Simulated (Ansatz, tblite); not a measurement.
# SbBr3: one state, many levels

Aim: run the singlet of SbBr3 at one geometry on many levels, and compare frontier levels, spin and run time.

Computed with Ansatz 0.2.0, Gaussian basis. Level: as each input shows.

The runs, in order: GFN1-xTB, GFN2-xTB, PBE-D4/def2-TZVP, r2SCAN-D4/def2-TZVP, r2SCANh-D4/def2-TZVP, B2PLYP/def2-TZVP, PBE-QIDH/def2-TZVP, BHLYP-D4/def2-TZVP, ωB97X-V/def2-TZVP, B3LYP-D4/def2-TZVP, BLYP-D4/def2-TZVP, PBE-D4/def2-SVP, PBE0-D4/def2-SVP, PBE0-D4/def2-TZVPD, PBE-D4/def2-TZVPD, r2SCAN-D4/def2-TZVPD, CCSD(T)/def2-SVP, MP2/def2-TZVP, RPA/def2-TZVP.

4 further runs of the same task are left out: 4 set aside as unsound or not needed. Runs told in other sessions of the task aren't counted.

## Step 1: The geometry

The singlet was relaxed beforehand with r2SCAN-D4/def2-SVP.

4 atoms, charge 0, spin multiplicity 1.

Bond lengths: Sb1–Br2 2.530 Å, Sb1–Br3 2.530 Å, Sb1–Br4 2.530 Å. Angles: Br2–Sb1–Br3 99.0°, Br2–Sb1–Br4 99.0°, Br3–Sb1–Br4 99.0°.

Sb takes a core potential in the def2 sets. No spin-orbit coupling is included.

PBE0-D4/def2-TZVP was run before; its log isn't repeated, and its numbers join the tables.

## Step 2: GFN1-xTB

Tight binding, by tblite at 300 K electronic temperature and without a spin-polarisation term:

```python
tblite.interface.Calculator('GFN1-xTB', numbers, positions, charge=0, uhf=0).singlepoint()
```

Energy -389.8602 eV, HOMO -11.84 eV, LUMO -7.02 eV; 0.004 s.

## Step 3: GFN2-xTB

Tight binding, by tblite at 300 K electronic temperature and without a spin-polarisation term:

```python
tblite.interface.Calculator('GFN2-xTB', numbers, positions, charge=0, uhf=0).singlepoint()
```

Energy -398.0516 eV, HOMO -12.14 eV, LUMO -8.05 eV; 0.003 s.

## Step 4: PBE-D4/def2-TZVP

start.molden holds the orbitals of an earlier run on this state, given as this run's starting guess.

in.yaml

```yaml
crystal:
  periodic: [false, false, false]
  atoms:
    - {symbol: Sb, position_ang: [-0.004382, 0.005067, 0.908470]}
    - {symbol: Br, position_ang: [2.221991, -0.030307, -0.292105]}
    - {symbol: Br, position_ang: [-1.083969, 1.935784, -0.318803]}
    - {symbol: Br, position_ang: [-1.133650, -1.910554, -0.297562]}
basis:
  gaussian: {orbitals: def2-TZVP, initial_orbitals: start.molden}
hamiltonian: {xc: pbe, dispersion: d4}
scf: {omitted_lower_state_checks: [starts]}
output: {orbitals: {seedname: orbitals}}
```

Launch:

```
> ansatz run in.yaml --threads 4 --pin off --events-out ev --progress --plain --max-ram 3916MiB
```

After this run come: r2SCAN-D4/def2-TZVP; r2SCANh-D4/def2-TZVP; B2PLYP/def2-TZVP; PBE-QIDH/def2-TZVP; BHLYP-D4/def2-TZVP; ωB97X-V/def2-TZVP; B3LYP-D4/def2-TZVP; BLYP-D4/def2-TZVP; PBE-D4/def2-SVP; PBE0-D4/def2-SVP; PBE0-D4/def2-TZVPD; PBE-D4/def2-TZVPD; r2SCAN-D4/def2-TZVPD; CCSD(T)/def2-SVP; MP2/def2-TZVP; RPA/def2-TZVP.

Before running them: what should the planned runs give, taken together? Wanted: gap in def2-TZVP, named functionals, smallest and largest; correlation energy, CCSD(T)/def2-SVP; correlation energy, MP2/def2-TZVP; binding an atom, CCSD(T)/def2-SVP; PBE0 total energy, smallest basis above largest.

As calculated:

| quantity | value |
| --- | --- |
| gap in def2-TZVP, named functionals, smallest and largest | 3.92 eV (BLYP-D4), 9.78 eV (ωB97X-V) |
| correlation energy, CCSD(T)/def2-SVP | -22.49 eV |
| correlation energy, MP2/def2-TZVP | -31.48 eV |
| binding an atom, CCSD(T)/def2-SVP | 1.757 eV |
| PBE0 total energy, smallest basis above largest | 25.93 eV (def2-SVP, def2-TZVPD) |

**Reading.** Over the named functionals in def2-TZVP the gap runs from 3.92 eV (BLYP-D4) to 9.78 eV (ωB97X-V); exact exchange widens it. The functionals in def2-TZVP miss CCSD(T)/def2-SVP by +0.278 (BHLYP-D4) to +0.567 eV (PBE-D4) an atom. The yardstick is in a double-zeta basis, so levels in larger sets aren't compared like for like. CCSD(T)/def2-SVP isn't at the basis-set limit; small misses against it rank nothing.
